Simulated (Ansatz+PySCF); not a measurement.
Results of a calculation; reference values are marked as such.
This PySCF input gave a total energy of -40.44242 hartree.

```python
from pyscf import gto, dft

mol = gto.M(atom="""
C 0.000000 0.000000 0.000000
H 0.697380 0.697380 0.697380
H 0.633990 -0.633990 -0.633990
H -0.633990 0.633990 -0.633990
H -0.633990 -0.633990 0.633990
""", basis='6-31g', charge=0, spin=0)
mf = dft.UKS(mol, xc='pbe0')
mf.kernel()
print(mf.converged, mf.e_tot, mf.spin_square()[0])
```

(1) Write an input for Ansatz with the same method and basis set.

## Answers

(1)

```yaml
crystal:
  periodic: [false, false, false]
  atoms:
    - { symbol: C, position_ang: [0.0, 0.0, 0.0] }
    - { symbol: H, position_ang: [0.69738, 0.69738, 0.69738] }
    - { symbol: H, position_ang: [0.63399, -0.63399, -0.63399] }
    - { symbol: H, position_ang: [-0.63399, 0.63399, -0.63399] }
    - { symbol: H, position_ang: [-0.63399, -0.63399, 0.63399] }
basis:
  gaussian: { orbitals: "6-31G" }
magnetization:
  spin_polarized: true
hamiltonian:
  xc: pbe0
scf:
  omitted_lower_state_checks: [stability, starts, atomic_configurations, cluster_reference, orbital_swaps, given_window_search, neighbouring_geometries, increment]
```

Ansatz (development build ahead of 0.2.0) gave -40.44241 hartree, 0.08 meV from the first.
